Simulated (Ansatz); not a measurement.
**C4H10S (diethyl sulfide) at BHLYP/6-31G(d) (spherical functions)**

What is the energy change on altering one bond length of C4H10S (diethyl sulfide) at BHLYP/6-31G* (spherical functions)? 

The results are computed with Ansatz 0.2.0.

45 further runs of the same task are left out: 45 set aside as unsound or not needed.

## (1) The system as given

C4H10S: 15 atoms, total charge 0, spin state singlet. As SMILES, `CCSCC`. Geometry: relaxed at PBE0-D4/def2-TZVP. This is one conformer, not always the lowest.

Bond lengths: C1–C2 1.515 Å, C2–S3 1.806 Å, S3–C4 1.806 Å, C4–C5 1.515 Å, C1–H6 1.092 Å, C1–H7 1.094 Å, C1–H8 1.092 Å, C2–H9 1.093 Å, C2–H10 1.093 Å, C4–H11 1.093 Å, C4–H12 1.093 Å, C5–H13 1.092 Å, C5–H14 1.092 Å, C5–H15 1.094 Å. Some angles: C1–C2–S3 114.8°, C2–S3–C4 102.2°, S3–C4–C5 114.8°, C1–C2–H9 110.6°, C1–C2–H10 111.2°, S3–C2–H9 103.6°, S3–C2–H10 109.5°, C2–C1–H6 110.9°, C2–C1–H7 110.4°, C2–C1–H8 111.6°.

## (2) The energy at BHLYP/6-31G(d) (spherical functions)

The input, run.yaml:

```yaml
crystal:
  periodic: [false, false, false]
  atoms:
    - {symbol: C, position_ang: [-1.973500, 0.077200, -0.225200]}
    - {symbol: C, position_ang: [-0.909300, -0.781100, -0.878900]}
    - {symbol: S, position_ang: [0.234800, -1.576900, 0.269900]}
    - {symbol: C, position_ang: [1.046600, -0.160100, 1.041900]}
    - {symbol: C, position_ang: [1.852100, 0.706000, 0.094600]}
    - {symbol: H, position_ang: [-2.543000, -0.499300, 0.506200]}
    - {symbol: H, position_ang: [-2.666800, 0.464900, -0.977100]}
    - {symbol: H, position_ang: [-1.537200, 0.936200, 0.289400]}
    - {symbol: H, position_ang: [-1.365700, -1.620400, -1.409900]}
    - {symbol: H, position_ang: [-0.344200, -0.212900, -1.622000]}
    - {symbol: H, position_ang: [0.307100, 0.431800, 1.587200]}
    - {symbol: H, position_ang: [1.697200, -0.614700, 1.793500]}
    - {symbol: H, position_ang: [2.597900, 0.111800, -0.436800]}
    - {symbol: H, position_ang: [1.214400, 1.189000, -0.649100]}
    - {symbol: H, position_ang: [2.367900, 1.497700, 0.645600]}
basis:
  gaussian:
    orbitals: 6-31G_st_-spherical.json
accuracy: high
output: {orbitals: {seedname: orbitals}}
hamiltonian:
  xc: {name: BHLYP}
```

The basis set 6-31G* is read from a file made from the Basis Set Exchange's data (not shown).

Run with:

```bash
$ ansatz run run.yaml --threads 1 --pin off --max-ram 3480MiB --events-out events.jsonl --progress --plain --runs-dir runs
```

The log of the run:

```text
Warning: RAYON_NUM_THREADS=1 ignored (pool sized by the plan → 1); use --threads N
Functional definition: BHLYP
  name "BHLYP"
  parameter a = 0.5
  exchange = (1 - a)*b88_x + a*exact_x
  correlation = lyp_c
2408 factors; integrals over basis functions are off by at most 3.3e-9 eV
mean field evaluation 1: about -15138.5704 eV, gradient 4.0e1 eV
mean field evaluation 2: about -15139.8427 eV, gradient 3.3e1 eV
mean field evaluation 4: about -15142.5104 eV, gradient 1.1e0 eV
mean field evaluation 8: about -15143.3167 eV, gradient 1.6e-1 eV
mean field evaluation 16: about -15143.3170 eV, gradient 5.1e-5 eV
mean field -15143.31700048 eV, -556.5066352588 hartree, gradient 7.9e-8 eV, S^2 0.000000; 0 other end points of the search recorded, 0 dependent functions left out
reference -15143.31702708 eV, -556.5066362361 hartree; 25, 25 occupied and 69, 69 virtual orbitals, 2408 factors
Total energy: -15143.31702708 eV, -556.5066362361 hartree
```

It took 6.9 s on 1 thread of AMD EPYC 9R45 (Zen 5), shared host; peak memory 0.4 GiB.

## (3) The distorted shape at the same level

The input, molecule.yaml:

```yaml
basis:
  gaussian: {orbitals: 6-31G_st_-spherical.json}
crystal:
  periodic: [false, false, false]
  atoms:
    - {symbol: C, position_ang: [-2.292790, 0.334714, -0.029072]}
    - {symbol: C, position_ang: [-0.909300, -0.781100, -0.878900]}
    - {symbol: S, position_ang: [0.234800, -1.576900, 0.269900]}
    - {symbol: C, position_ang: [1.046600, -0.160100, 1.041900]}
    - {symbol: C, position_ang: [1.852100, 0.706000, 0.094600]}
    - {symbol: H, position_ang: [-2.862290, -0.241786, 0.702328]}
    - {symbol: H, position_ang: [-2.986090, 0.722414, -0.780972]}
    - {symbol: H, position_ang: [-1.856490, 1.193714, 0.485528]}
    - {symbol: H, position_ang: [-1.365700, -1.620400, -1.409900]}
    - {symbol: H, position_ang: [-0.344200, -0.212900, -1.622000]}
    - {symbol: H, position_ang: [0.307100, 0.431800, 1.587200]}
    - {symbol: H, position_ang: [1.697200, -0.614700, 1.793500]}
    - {symbol: H, position_ang: [2.597900, 0.111800, -0.436800]}
    - {symbol: H, position_ang: [1.214400, 1.189000, -0.649100]}
    - {symbol: H, position_ang: [2.367900, 1.497700, 0.645600]}
hamiltonian: {xc: {name: BHLYP}}
accuracy: high
output: {orbitals: {seedname: orbitals}}
```

The basis set 6-31G* is read from a file made from the Basis Set Exchange's data (not shown).

Run with:

```bash
$ ansatz run molecule.yaml --threads 1 --pin off --max-ram 3480MiB --events-out events.jsonl --progress --plain --runs-dir runs
```

The log of the run:

```text
Warning: RAYON_NUM_THREADS=1 ignored (pool sized by the plan → 1); use --threads N
Functional definition: BHLYP
  name "BHLYP"
  parameter a = 0.5
  exchange = (1 - a)*b88_x + a*exact_x
  correlation = lyp_c
2395 factors; integrals over basis functions are off by at most 3.9e-9 eV
mean field evaluation 1: about -15137.4193 eV, gradient 3.8e1 eV
mean field evaluation 2: about -15138.6541 eV, gradient 3.1e1 eV
mean field evaluation 4: about -15140.9945 eV, gradient 1.2e0 eV
mean field evaluation 8: about -15141.7861 eV, gradient 2.7e-1 eV
mean field evaluation 16: about -15141.7866 eV, gradient 6.4e-5 eV
mean field -15141.78660628 eV, -556.4503943091 hartree, gradient 6.0e-8 eV, S^2 0.000000; 0 other end points of the search recorded, 0 dependent functions left out
reference -15141.78663338 eV, -556.4503953052 hartree; 25, 25 occupied and 69, 69 virtual orbitals, 2395 factors
Total energy: -15141.78663338 eV, -556.4503953052 hartree
```

It took 6.6 s on 1 thread of AMD EPYC 9R45 (Zen 5), shared host; peak memory 0.39 GiB.

## (4) Summary of results

At BHLYP/6-31G* (spherical functions):

```
                                                         quantity          value
                                        first shape: total energy  -556.50664 Eh
                                         first shape: HOMO energy       -7.21 eV
                                         first shape: LUMO energy        2.84 eV
                                       first shape: HOMO–LUMO gap       10.05 eV
                                    distorted shape: total energy  -556.45040 Eh
                                     distorted shape: HOMO energy       -7.09 eV
                                     distorted shape: LUMO energy        2.16 eV
                                   distorted shape: HOMO–LUMO gap        9.26 eV
energy change with the C1–C2 bond stretched from 1.515 to 1.970 Å       1.530 eV
```

In words: With the C1–C2 bond stretched from 1.515 to 1.970 Å the energy rises by 1.53 eV (148 kJ/mol). The first shape isn't relaxed at this level, so the change isn't measured from a minimum.
